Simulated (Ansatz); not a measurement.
Process, species as SMILES: FCl (F-Cl) → ClF+ (doublet, bonded as FCl) + e-
B3LYP-D3(BJ)/def2-TZVP geometries, fixed; electronic energies without zero-point terms.
Largest species:
```
F
Cl 1 1.6409
```
Charge 0, spin multiplicity 1.

The adiabatic ionisation energy at CCSD(T) with Ansatz (a quantum-chemistry and plane-wave program), in eV, split into its Hartree-Fock and correlation parts. Cores are frozen. Open shells are unrestricted. No added dispersion term, no relativity. Functions are those of the species that has most.

| basis | X | functions | Hartree-Fock | CCSD(T) |
|---|---|---|---|---|
| cc-pV(D+d)Z | 2 | 37 | 11.973 | 12.287 |
| cc-pV(T+d)Z | 3 | 69 | 11.708 | 12.441 |
| cc-pV(Q+d)Z | 4 | 119 | 11.692 | 12.595 |
| cc-pV(5+d)Z | 5 | 191 | 11.692 | 12.648 |

Worked estimate of the basis-set limit from each neighbouring pair, with Hartree-Fock from the larger set and the correlation part extrapolated as X^-3.
Correlation parts: X = 2: 0.314, X = 3: 0.733, X = 4: 0.903, X = 5: 0.956.
- (2,3): (27·(0.733) - 8·(0.314))/19 = 0.909; with Hartree-Fock 11.708 the estimate is 12.617 eV.
- (3,4): (64·(0.903) - 27·(0.733))/37 = 1.027; with Hartree-Fock 11.692 the estimate is 12.719 eV.
- (4,5): (125·(0.956) - 64·(0.903))/61 = 1.012; with Hartree-Fock 11.692 the estimate is 12.704 eV.
The last two estimates differ by 0.015 eV; the largest set lies 0.056 from the last. Over the last step Hartree-Fock moves by 0.000 and the correlation part by 0.053.
